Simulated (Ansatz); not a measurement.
A nudged elastic band was laid between two geometries of CH3NSi (6 atoms, charge 0, multiplicity 1).

These are results of RKS CAM-B3LYP-D4/def2-mTZVP in Ansatz, not measurements.

* movable images: 7
* climbing image: yes
* spring: 5.0 eV/Å²
* optimiser: quadratic models (default)
* start path: through a guess of the saddle point
* force threshold: 0.05 eV/Å
* iteration limit: 60
* end points: relaxed

First end point:

```xyz
6
Properties=species:S:1:pos:R:3
N 1.092 0.901 -0.907
C 0.390 0.202 -0.265
Si -0.273 -1.213 0.713
H 1.016 1.816 -1.325
H -1.530 -1.337 -0.091
H -0.694 -0.370 1.875
```

Last end point:

```xyz
6
Properties=species:S:1:pos:R:3
N 0.654 1.245 -0.890
C 0.210 0.353 -0.263
Si -0.213 -1.183 0.672
H 1.504 1.493 -1.373
H -1.495 -1.438 -0.056
H -0.659 -0.471 1.910
```

(1) Which bonds break or form, and what moves?

(2) What energy profile does the band end with?

(3) What is the geometry of the highest image?

(4) What are the harmonic wavenumbers there?

The band took 25 iterations and roughly 5 core-minutes.

## Answers

(1) No bond is made or broken.

(2) The run converged. The highest image is number 3 of 0 to 8, 0.5 kcal/mol above the ends, which have the same energy within 2 meV. A vibrational analysis at the climbing image gives one clearly imaginary mode, 202i cm⁻¹: a first-order saddle point.

| image | path coordinate (Å) | energy (kcal/mol) |
| --- | --- | --- |
| 0 | 0.00 | 0.0 |
| 1 | 0.13 | 0.2 |
| 2 | 0.27 | 0.4 |
| 3 | 0.40 | 0.5 |
| 4 | 0.52 | 0.5 |
| 5 | 0.63 | 0.4 |
| 6 | 0.75 | 0.2 |
| 7 | 0.86 | 0.1 |
| 8 | 0.98 | 0.0 |

(3) 
```xyz
6
Properties=species:S:1:pos:R:3
N 0.861 1.044 -0.861
C 0.334 0.219 -0.241
Si -0.230 -1.304 0.742
H 1.258 1.791 -1.392
H -1.490 -1.355 -0.085
H -0.733 -0.396 1.836
```

(4) 202i, 271, 305, 470, 521, 698, 771, 977, 2100, 2102, 2180, 3829 cm⁻¹.

Time of the run: 5.3 min on 1 thread of Arm Neoverse V2, on a shared host, peak memory 0.15 GiB.
